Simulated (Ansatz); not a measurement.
`N=CF`, charge 0, multiplicity 1.

Question: Give a relaxed structure at PBE0-D4/def2-TZVP (Ansatz). (An estimate is asked.)

Answer: Computed: 
```xyz
5

N     0.127    0.382    0.866
C    -0.064    0.041   -0.313
F    -0.334    0.959   -1.235
H     0.320   -0.430    1.445
H    -0.049   -0.953   -0.764
```
Point group Cs.
